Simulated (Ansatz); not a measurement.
Heat of formation of Cl2 (chlorine) from total energies

Cl2: 2 atoms, total charge 0, spin state singlet. SMILES: `ClCl`. The coordinates come from a PBE0-D4/def2-TZVP relaxation.

```xyz
2

Cl    0.8457   -0.2816    0.4336
Cl   -0.8457    0.2816   -0.4336
```

Total energies at PBE/aug-cc-pVTZ (Ansatz 0.2.0); the atoms run unrestricted:

| species | state | energy (Eh) |
| --- | --- | --- |
| Cl2 | singlet | -920.034172 |
| Cl | doublet | -459.966280 |

Harmonic wavenumbers at PBE0-D4/def2-TZVP, in cm⁻¹: 575.

Measured heats of formation of the gaseous atoms at 298.15 K, in kJ/mol: Cl 121.3. Spin-orbit lowering of the atoms at 298 K (mean of the ground term's levels less their thermal mean, from spectra), in kJ/mol: Cl 3.44. Take 1 Eh = 2625.50 kJ/mol, 1 cm⁻¹ = 0.0119627 kJ/mol, RT = 2.479 kJ/mol.

**Question.** Work out the heat of formation of the gas at 298 K.

**Answer.** 
1. Electronic atomisation energy: 2 × (-459.966280) − (-920.034172) = 0.101612 Eh = 266.8 kJ/mol.
2. Zero-point energy: half the sum of the wavenumbers, 287.5 cm⁻¹ = 3.4 kJ/mol.
3. Thermal vibrational enthalpy, Σ hcν̃/(exp(hcν̃/kT) − 1): 0.5 kJ/mol. Translation, rotation and pV of a linear molecule: 3.5 RT = 8.7 kJ/mol.
4. The 2 free atoms carry 5/2 RT each: 12.4 kJ/mol.
5. Spin-orbit coupling lowers the free atoms by 2 × 3.44 = 6.9 kJ/mol.
6. Atomisation enthalpy at 298 K: 266.8 − 6.9 − 3.4 − 0.5 − 8.7 + 12.4 = 259.7 kJ/mol.
7. Sum of the atoms' heats of formation: 242.6 kJ/mol. Heat of formation: 242.6 − 259.7 = -17.1 kJ/mol.

The tabulated value is 0.0 kJ/mol (Active Thermochemical Tables), so this level is off by -17.1 kJ/mol, or 7.0 % of the atomisation enthalpy that the table implies (242.6 kJ/mol). Gradient-corrected functionals often overbind somewhat. Anharmonicity and any spin-orbit splitting of the molecule are left out.
